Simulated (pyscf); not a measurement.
This saddle point was located with ωB97X-D3(BJ)/def2-SVP in PySCF.

```
O
H 1 0.9663
Si 1 1.7956 2 129.78
H 3 1.5056 1 104.24 2 86.51
H 3 1.5073 4 103.54 1 108.56
As 1 2.1272 2 128.37 3 -116.94
O 6 1.7814 1 104.97 2 -145.18
H 7 0.9669 6 109.30 1 -77.14
O 6 1.7819 7 89.41 8 -163.36
H 9 0.9694 6 110.59 7 22.57
```
Charge 0, spin multiplicity 1.

Surface: singlet, charge 0. Lowest wavenumbers (cm⁻¹): 250i, 100, 161, 209, 257.

### Question
Which two sides does it connect, and which bonds change?

### Answer
HO–As(OH)–OH + silylene (SiH₂) [singlet] <-> HO–SiH₂–As(OH)–OH, an insertion read from left to right: As–O broken and O–Si, As–Si formed. At ωB97M-D3(BJ)/def2-TZVP it lies -72.6 kJ/mol from the left side and +206.7 kJ/mol from the right (each side as separated species at their lowest minima found). On the reactant side the descent ends in an adduct with a O–Si contact, 108.0 kJ/mol under the separated species and 12.8 kJ/mol under the saddle at ωB97X-D3(BJ)/def2-TZVP. On the product side the descent ends in a point that may be a rotor saddle (no frequency run), 6.2 kJ/mol over the lowest minimum found and 214.0 kJ/mol under the saddle at ωB97X-D3(BJ)/def2-TZVP. At ωB97M-D3(BJ) the saddle lies under the separated reactants, which points to a path from their complex (located at ωB97X-D3(BJ) alone). What is counted as formed (O–Si) is already present as a longer contact in the reactant adduct; forming that adduct is a step of its own. At ωB97X-D3(BJ)/def2-TZVP the barrier from the zero used here is -95.2 kJ/mol. HO–SiH₂–As(OH)–OH lies 45.9 kJ/mol over its isomer HO–As(OH)–O–SiH₃ (electronic energy, ωB97M-D3(BJ)/def2-TZVP). One saddle was located; it need not be the lowest between these sides. Elements up to Kr have no core potential and no relativistic terms here.
